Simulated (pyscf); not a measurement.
`[Cl][CH2][CH2][Cl]` + `[F][C][F]` [singlet] → `[F][CH]([F])[CH]([Cl])[CH2][Cl]`, an insertion (singlet surface; C–H broken, C–C, C–H formed). PySCF, gas phase, ωB97X-D3(BJ)/def2-SVP geometries. Energies in eV from the separated reactants.

Small-basis levels: PySCF, no dispersion term, spherical d functions. 

Quick HF/STO-3G single points give ΔE‡ = 3.20 eV and ΔE = -2.23 eV. What does ωB97M-D3(BJ)/def2-TZVP give, and how far is the quick result from it?

ωB97M-D3(BJ)/def2-TZVP gives ΔE‡ = 1.66 eV and ΔE = -2.42 eV. HF/STO-3G lies 1.54 eV over it in the barrier and 0.19 eV over it in the reaction energy, so on this step it does not hold to within 0.13 eV. ωB97M-D3(BJ)/def2-TZVP has limits of its own. On the product side the descent ends in a point that may be a rotor saddle (no frequency run), 0.10 eV over the lowest minimum found and 4.12 eV under the saddle at ωB97X-D3(BJ)/def2-TZVP. One saddle was located; it need not be the lowest between these sides.
